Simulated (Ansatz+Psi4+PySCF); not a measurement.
Values are calculated unless marked as measured or tabulated.
```xyz
3

S     0.0000    0.0000    1.5611
C     0.0000    0.0000    0.0000
S     0.0000    0.0000   -1.5611
```

Basis set: cc-pVTZ on C; cc-pV(T+d)Z on S (spherical functions). Frozen core: 11 orbitals. Charge 0, multiplicity 1.

Starred EOM-CCSD(T)(a) on the restricted Hartree–Fock determinant with PySCF 2.14.0; the energies are vertical.

**Question.** The solver was asked for the few lowest roots only. Give the ionization energies of singlet CS2 among them whose weight of singles is over 0.7.

**Answer.**

| root | energy (eV) | weight of singles |
| --- | --- | --- |
| 1 | 9.93 | 0.96 |
| 2 | 9.93 | 0.96 |
| 3 | 12.86 | 0.89 |
| 4 | 12.86 | 0.89 |

Higher main lines weren't sought.
